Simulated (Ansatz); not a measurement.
Relaxation of CH4Cl (6 atoms, charge 0, multiplicity 2), to a largest force component of 0.03 eV/Å in at most 50 steps.

Theory: Ansatz 0.2.0, UKS B3LYP/def2-mTZVP.

```xyz
6
Properties=species:S:1:pos:R:3:forces:R:3
Cl -2.144 -0.591 0.137 0.38 -0.42 -0.29
C -0.382 -0.180 -0.012 1.07 0.27 -0.08
H 0.334 -0.893 -0.512 -1.44 0.18 0.38
H -0.020 -0.014 1.000 -0.01 -0.01 -0.01
H 2.545 0.917 -0.060 0.02 0.01 0.00
H -0.333 0.761 -0.554 -0.01 -0.02 0.00
```

Problem. Where does it end, and by what steps?

Solution. The forces met the threshold. After 2 steps the energy has fallen by 0.140 eV; Cl1 moved furthest, 0.12 Å.

| step | energy less start (eV) | largest force component (eV/Å) | accepted |
| --- | --- | --- | --- |
| 0 | 0.0000 | 1.443 | yes |
| 1 | -0.1312 | 0.436 | yes |
| 2 | -0.1396 | 0.025 | yes |

```xyz
6
Properties=species:S:1:pos:R:3
Cl -2.090 -0.682 0.081
C -0.363 -0.129 0.010
H 0.217 -0.897 -0.490
H -0.007 0.015 1.024
H 2.566 0.892 -0.077
H -0.324 0.800 -0.548
```

Whether the end is a true minimum wasn't checked by a vibrational analysis.

The run took 1.4 s on 2 threads of AMD EPYC 9R45 96-Core Processor (Zen 5), with other jobs on the host, peak memory 0.15 GiB.
